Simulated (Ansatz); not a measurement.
A run of Ansatz (development build ahead of 0.2.0) on singlet BH3 at this shape:

```yaml
atoms:
  - { symbol: B, position_ang: [-0.0003, 0.0101, 0.0684] }
  - { symbol: H, position_ang: [1.2085, 0.0500, -0.0062] }
  - { symbol: H, position_ang: [-0.5929, 1.0002, -0.0700] }
  - { symbol: H, position_ang: [-0.6435, -0.9802, -0.0034] }
```

Its results:

- Converged: yes
- Reference energy: -26.37334 hartree
- Correlation energy: -0.05491 hartree
- Total energy: -26.42825 hartree
- Spin squared of the determinant: 0.000

(1) Which input gives this output? Name the method, the orbitals and the basis set, and write the input.

Answers

(1) RHF-MP2 in 6-31G. An unrestricted run that stays on the closed shell gives the same numbers.

```yaml
crystal:
  periodic: [false, false, false]
  atoms:
    - { symbol: B, position_ang: [-0.00035, 0.0101, 0.06841] }
    - { symbol: H, position_ang: [1.20852, 0.05004, -0.00621] }
    - { symbol: H, position_ang: [-0.59291, 1.00022, -0.07002] }
    - { symbol: H, position_ang: [-0.64352, -0.98018, -0.00341] }
basis:
  gaussian: { orbitals: "6-31G" }
hamiltonian:
  xc: hf
correlation:
  method: mp2
  frozen_orbitals: { B: 1, H: 0 }
```
